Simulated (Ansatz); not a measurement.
[H···H···OH], doublet along the distance H1-H2

Starting geometry:

```json
{"atom": "H", "x (Å)": "-2.0456", "y (Å)": "0.0498", "z (Å)": "0.0000"}
{"atom": "H", "x (Å)": "-1.3006", "y (Å)": "0.0498", "z (Å)": "0.0000"}
{"atom": "O", "x (Å)": "0.1834", "y (Å)": "0.0498", "z (Å)": "0.0000"}
{"atom": "H", "x (Å)": "0.4352", "y (Å)": "-0.8901", "z (Å)": "0.0000"}
```

From there H2 is moved from one fragment to the other while all else, the fragments' distance too, stays fixed, so the hump isn't the reaction's barrier; atoms are numbered as listed. Energies are in eV, counted from the starting geometry at the same level. Kohn–Sham curves are unrestricted where that lies lower.

Basis cc-pVDZ; Ansatz 0.2.0. Correlated methods freeze the noble-gas cores. Prefix R: restricted or restricted open-shell reference; prefix U: unrestricted.

Full CI isn't at hand for all of this; UCCSDTQ serves as the reference, and is uncertain by about the last step of the cluster series.

| distance H1-H2 (Å) | wB97M-V |
| --- | --- |
| 0.745 | 0.000 |
| 0.816 | -0.029 |
| 0.957 | -0.017 |
| 1.098 | -0.235 |
| 1.239 | -0.500 |

Task: Estimate the UCCSDTQ curve in cc-pVDZ from this one, knowing how wB97M-V errs.

Result: The computed UCCSDTQ values, in eV from the starting point, and the error of wB97M-V against them:
| distance H1-H2 (Å) | UCCSDTQ | wB97M-V less UCCSDTQ |
| --- | --- | --- |
| 0.745 | 0.000 | 0.000 |
| 0.816 | 0.011 | -0.040 |
| 0.957 | 0.078 | -0.094 |
| 1.098 | -0.180 | -0.056 |
| 1.239 | -0.518 | 0.018 |

The error spans 0.112 eV and is largest, -0.094 eV, at 0.957 Å.

In so small a basis the reference is far from its limit while semilocal and hybrid functionals are nearer theirs, so the functionals' errors here hold much of the reference's basis and frozen-core error, which can add to them or hide them.
